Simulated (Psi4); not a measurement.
Noncovalent pair: C2H2 (SMILES C#C) (first 4 atoms) with C2H2 (SMILES C#C); geometry from S66by8 set.
(charge 0, multiplicity 1):
```xyz
8

C     -0.59487    -0.12410    -3.59964
H     -1.65688    -0.12406    -3.60556
C      0.61697    -0.12420    -3.59641
H      1.67899    -0.12433    -3.59660
C     -0.00908     0.10502     2.99262
H     -0.00569     0.07129     1.92932
C     -0.01302     0.14331     4.20409
H     -0.01629     0.17669     5.26500
```

All values below come from Psi4 with SAPT0/jun-cc-pV(D+d)Z.

### Question
Give the four SAPT terms and the total, and say what mostly holds the pair together.

### Answer
electrostatics -0.5, exchange 0.0, induction 0.0, dispersion -0.1, total -0.6 kJ/mol; the largest attraction is electrostatics.
